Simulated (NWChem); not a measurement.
**Which level was it?**

SiH3O2 has 6 atoms, charge 0, and is taken as a doublet. SMILES: `[O][SiH2]O`. The shape is that of a PBE0-D4/def2-TZVP optimisation. This is one conformer, not always the lowest.

```xyz
6

O    -0.4910    1.4318    0.0381
Si    0.4091    0.0527   -0.0041
O    -0.3949   -1.3660    0.0661
H     1.0775    0.2724   -1.3225
H     1.3443    0.0190    1.1411
H    -1.0628   -1.5552   -0.5949
```

A calculation with NWChem 7.3.0 gave:

```json
{
 "total energy": "-435.7465 Eh",
 "dipole moment": "1.14 D",
 "HOMO energy": "-7.40 eV",
 "LUMO energy": "4.12 eV",
 "⟨S²⟩": "0.751"
}
```

Q: Which of these levels gave the numbers?
A. PBE50/3-21G (SMD ethyl acetate)
B. PBE50/3-21G
C. SOGGA11-X/pc-0
D. M11/STO-3G (SMD water)

A: D. The others give -439.1086 Eh (PBE50/3-21G (SMD ethyl acetate)), -439.1007 Eh (PBE50/3-21G), -441.0135 Eh (SOGGA11-X/pc-0).
